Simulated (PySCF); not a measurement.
One molecule, many functionals

C₆H₈.
Atom-mapped SMILES: `[CH3:1][C:2]1=[CH:3][CH2:4][CH:5]=[CH:6]1` (hydrogens: H7, H8, H9 on C1; H10 on C3; H11, H12 on C4; H13 on C5; H14 on C6)

Structure used (PBE0-D3(BJ)/def2-SVP), in Å, numbered top down from 1:
```xyz
14
C6H8 angstrom
C      2.2741    0.2105    0.0993
C      0.7880    0.0892    0.1085
C      0.0449   -1.0353    0.2300
C     -1.4079   -0.6868    0.1871
C     -1.4054    0.7998    0.0237
C     -0.1286    1.2322   -0.0197
H      2.6247    0.8634    0.9157
H      2.6305    0.6612   -0.8418
H      2.7594   -0.7688    0.2133
H      0.4304   -2.0499    0.3428
H     -1.9349   -1.1909   -0.6452
H     -1.9409   -0.9986    1.1053
H     -2.3052    1.4123   -0.0459
H      0.1969    2.2689   -0.1324
```

Linear-response calculations in the def2-SVPD basis (PySCF; singlets by full response, triplets Tamm–Dancoff, core orbitals frozen in the response; HF means time-dependent Hartree–Fock). 'Strongest' is the level of largest summed f among the singlets computed (10 roots, of which the last may lack a degenerate partner); it can jump between rows when another state enters that window. S1 is the lowest singlet of each run and needn't be the same state throughout; f(S1) is that of one state. Isolated species at its PBE0-D3(BJ)/def2-SVP geometry, gas phase.

| functional | kind | S1 (eV) | f(S1) | strongest (eV) | T1 (eV) | HOMO (eV) | gap (eV) | ionisation energy, ΔSCF (eV) |
| --- | --- | --- | --- | --- | --- | --- | --- | --- |
| LDA | LDA | 4.91 | 0.066 | 4.91 | 3.36 | -5.36 | 3.85 | 8.40 |
| PBE | GGA | 4.89 | 0.065 | 4.89 | 3.15 | -5.18 | 3.85 | 8.14 |
| B3LYP | global hybrid, 20% exact exchange | 5.01 | 0.072 | 7.62 | 3.13 | -5.98 | 5.37 | 8.16 |
| PBE0 | global hybrid, 25% exact exchange | 5.11 | 0.073 | 7.78 | 3.09 | -6.19 | 5.80 | 8.13 |
| BHandHLYP | global hybrid, 50% exact exchange | 5.19 | 0.077 | 7.94 | 3.03 | -7.02 | 7.70 | 7.96 |
| CAM-B3LYP | range-separated hybrid | 5.18 | 0.076 | 7.87 | 3.14 | -7.45 | 8.20 | 8.21 |
| wB97X-D | range-separated hybrid | 5.18 | 0.078 | 7.94 | 3.22 | -7.99 | 9.39 | 8.17 |
| LC-wPBE | range-separated hybrid | 5.37 | 0.079 | 8.12 | 3.08 | -8.80 | 10.66 | 8.29 |
| HF | Hartree–Fock | 5.30 | 0.081 | 8.23 | 2.60 | -8.22 | 11.00 | not settled |

S1 runs from 4.89 eV (PBE) to 5.37 eV (LC-wPBE), a spread of 0.48 eV, while the orbital gap spreads over 7.2 eV. Along PBE (0%), B3LYP (20%), PBE0 (25%), BHandHLYP (50%), HF (100%) S1 rises with the share of exact exchange. −ε(HOMO) comes closest to its own ΔSCF ionisation energy with wB97X-D (-0.17 eV) and misses most with LDA (-3.04 eV). 'Not settled' means that the ion's SCF failed to converge or may have ended in another state than the lowest.
